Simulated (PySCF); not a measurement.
**Potential energy of NaN⁺ along the bond**

Set-up: Na def2-SVP, N def2-SVP; no relativity (PySCF 2.14). Energies in eV from Na⁺ + N in their ground configurations at the same level. State: ⁴Σ⁻ (quartet), unpaired electrons σ ↑, π ↑↑.

All columns are PBE0. A positive dipole points towards N; it is taken about the centre of mass and depends on that origin.

```json
{"R (Å)": "2.314", "E (eV)": "-0.094", "μ (D)": "-3.49", "Mulliken charge on Na (basis-dependent)": "0.93", "HOMO (eV)": "-16.27", "LUMO (eV)": "-8.64", "Mayer bond order": "0.14", "⟨S²⟩": "3.75"}
{"R (Å)": "2.422", "E (eV)": "-0.140", "μ (D)": "-3.70", "Mulliken charge on Na (basis-dependent)": "0.93", "HOMO (eV)": "-16.05", "LUMO (eV)": "-8.47", "Mayer bond order": "0.14", "⟨S²⟩": "3.75"}
{"R (Å)": "2.530", "E (eV)": "-0.162", "μ (D)": "-3.91", "Mulliken charge on Na (basis-dependent)": "0.93", "HOMO (eV)": "-15.83", "LUMO (eV)": "-8.30", "Mayer bond order": "0.14", "⟨S²⟩": "3.75"}
{"R (Å)": "2.610", "E (eV)": "-0.169", "μ (D)": "-4.07", "Mulliken charge on Na (basis-dependent)": "0.93", "HOMO (eV)": "-15.68", "LUMO (eV)": "-8.17", "Mayer bond order": "0.14", "⟨S²⟩": "3.75"}
{"R (Å)": "2.691", "E (eV)": "-0.170", "μ (D)": "-4.23", "Mulliken charge on Na (basis-dependent)": "0.93", "HOMO (eV)": "-15.52", "LUMO (eV)": "-8.04", "Mayer bond order": "0.13", "⟨S²⟩": "3.75"}
{"R (Å)": "2.772", "E (eV)": "-0.168", "μ (D)": "-4.40", "Mulliken charge on Na (basis-dependent)": "0.94", "HOMO (eV)": "-15.38", "LUMO (eV)": "-7.92", "Mayer bond order": "0.13", "⟨S²⟩": "3.75"}
{"R (Å)": "2.879", "E (eV)": "-0.161", "μ (D)": "-4.62", "Mulliken charge on Na (basis-dependent)": "0.94", "HOMO (eV)": "-15.19", "LUMO (eV)": "-7.76", "Mayer bond order": "0.12", "⟨S²⟩": "3.75"}
{"R (Å)": "3.014", "E (eV)": "-0.148", "μ (D)": "-4.90", "Mulliken charge on Na (basis-dependent)": "0.95", "HOMO (eV)": "-14.97", "LUMO (eV)": "-7.56", "Mayer bond order": "0.11", "⟨S²⟩": "3.75"}
{"R (Å)": "3.175", "E (eV)": "-0.132", "μ (D)": "-5.24", "Mulliken charge on Na (basis-dependent)": "0.95", "HOMO (eV)": "-14.72", "LUMO (eV)": "-7.34", "Mayer bond order": "0.09", "⟨S²⟩": "3.75"}
{"R (Å)": "3.391", "E (eV)": "-0.110", "μ (D)": "-5.69", "Mulliken charge on Na (basis-dependent)": "0.96", "HOMO (eV)": "-14.41", "LUMO (eV)": "-7.07", "Mayer bond order": "0.07", "⟨S²⟩": "3.75"}
```

A fit through these points gives, at Re = 2.673 Å, μ = -4.19 D and dμ/dR = -2.03 D/Å; the reduced mass is 8.702 u.

How strong is the fundamental in the double-harmonic approximation, I = 42.26·(dμ/dR)²/μred km/mol?

I = 42.26·(-2.03)²/8.702 = 20.0 km/mol at PBE0.

The bond is weak. Basis-set superposition, not corrected here, can be much of De in a small basis, most of all at correlated wavefunction levels. For an ion De counts to the pair picked by the measured ionisation energies or electron affinities, which need not be the lowest pair at this level. The state is the lowest determinant that a PBE0 search found; another state may lie lower at other levels.
